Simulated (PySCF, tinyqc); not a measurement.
Worked calculation: G0W0 on RHF in the sto-3g basis, for HF, spin multiplicity 1. The lowest restricted solution is unstable here: a spin-polarised one lies 0.0022 hartree lower (PySCF). One step of it, computed by the program tinyqc.

Problem. G0W0 on Hartree-Fock: LUMO. W(p,q,m) = sqrt2 sum_ia (pq|ia) (X+Y)_ia,m; Sigma_c(x) = sum_(i,m) W^2/(x - e_i + w_m) + sum_(a,m) W^2/(x - e_a - w_m); solve x = e_p + Sigma_c(x) by Newton steps; Z = 1/(1 - dSigma/dx); 1 hartree = 27.211386 eV.

orbital energies (hartree): MO1 -25.926764, MO2 -1.413693, MO3 -0.482497, MO4 -0.463413, MO5 -0.463413, MO6 0.357598

Two-electron integrals over orbitals (pq|rs), unique and non-zero (hartree):
```
(11|11) 5.364454    (21|11) -0.521893   (21|21) 0.080039    (22|11) 1.233365
(22|21) -0.022733   (22|22) 0.872720    (31|11) 0.099770    (31|21) -0.014797
(31|22) 0.006487    (31|31) 0.017355    (32|11) -0.118765   (32|21) 0.005034
(32|22) -0.045257   (32|31) 0.020538    (32|32) 0.134908    (33|11) 0.887245
(33|21) -0.008517   (33|22) 0.691699    (33|31) -0.002100   (33|32) -0.014512
(33|33) 0.676287    (41|41) 0.029536    (42|41) 0.040105    (42|42) 0.189368
(43|41) -0.006974   (43|42) -0.027861   (43|43) 0.035361    (44|11) 1.264025
(44|21) -0.015087   (44|22) 0.895070    (44|31) 0.002944    (44|32) -0.065693
(44|33) 0.678229    (44|44) 0.997514    (51|51) 0.029536    (52|51) 0.040105
(52|52) 0.189368    (53|51) -0.006974   (53|52) -0.027861   (53|53) 0.035361
(54|54) 0.053770    (55|11) 1.264025    (55|21) -0.015087   (55|22) 0.895070
(55|31) 0.002944    (55|32) -0.065693   (55|33) 0.678229    (55|44) 0.889973
(55|55) 0.997514    (61|11) 0.105709    (61|21) -0.016890   (61|22) 0.002693
(61|31) -0.012306   (61|32) -0.023224   (61|33) 0.005674    (61|44) 0.003082
(61|55) 0.003082    (61|61) 0.019859    (62|11) -0.153766   (62|21) 0.004066
(62|22) -0.085113   (62|31) -0.019934   (62|32) -0.076673   (62|33) -0.022119
(62|44) -0.084237   (62|55) -0.084237   (62|61) 0.018915    (62|62) 0.091485
(63|11) -0.421228   (63|21) 0.007057    (63|22) -0.237055   (63|31) 0.001440
(63|32) 0.080019    (63|33) -0.093419   (63|44) -0.246168   (63|55) -0.246168
(63|61) -0.004783   (63|62) 0.036499    (63|63) 0.231801    (64|41) -0.006926
(64|42) -0.028307   (64|43) -0.022251   (64|64) 0.029059    (65|51) -0.006926
(65|52) -0.028307   (65|53) -0.022251   (65|65) 0.029059    (66|11) 0.838665
(66|21) -0.008942   (66|22) 0.639093    (66|31) 0.010160    (66|32) 0.045750
(66|33) 0.647869    (66|44) 0.623436    (66|55) 0.623436    (66|61) -0.007227
(66|62) -0.053469   (66|63) -0.026059   (66|66) 0.674363
```

excitation energies w (hartree): [0.877205, 0.877205, 1.212836, 1.949099, 26.324056]

X + Y, order 1>6, 2>6, 3>6, 4>6, 5>6:
$$\begin{pmatrix}
0.000000 & 0.000000 & 0.000870 & -0.002706 & 0.999245 \\
0.000000 & 0.000000 & -0.092758 & 0.950484 & 0.000194 \\
0.000000 & 0.000000 & 0.829812 & 0.050391 & -0.000023 \\
-0.268419 & 0.929457 & 0.000000 & 0.000000 & 0.000000 \\
0.929457 & 0.268419 & 0.000000 & 0.000000 & 0.000000
\end{pmatrix}$$

Give: The 12 largest terms at x = e_p; Newton steps; quasiparticle energy of the LUMO; Hartree-Fock value.

Solution.

The 12 largest terms at x = e_p (hartree; W for the signs of X + Y given):
```
q  m       W       term
3  3   0.267      0.035
2  4   0.126   4.23e-03
6  4  -0.074  -2.79e-03
3  4   0.066   1.54e-03
5  1   0.038   8.59e-04
4  2   0.038   8.59e-04
6  3  -0.024  -4.58e-04
2  3   0.031   3.19e-04
4  1  -0.011   7.16e-05
5  2   0.011   7.16e-05
2  5   0.027   2.55e-05
1  4   0.025   2.22e-05
```

Newton steps (hartree):
```
step      x  Sigma_c(x)      Z
0     0.358       0.040  0.979
1     0.396       0.039  0.979
2     0.396       0.039  0.979
```

quasiparticle energy of the LUMO = 10.785 eV

Hartree-Fock value = 9.731 eV
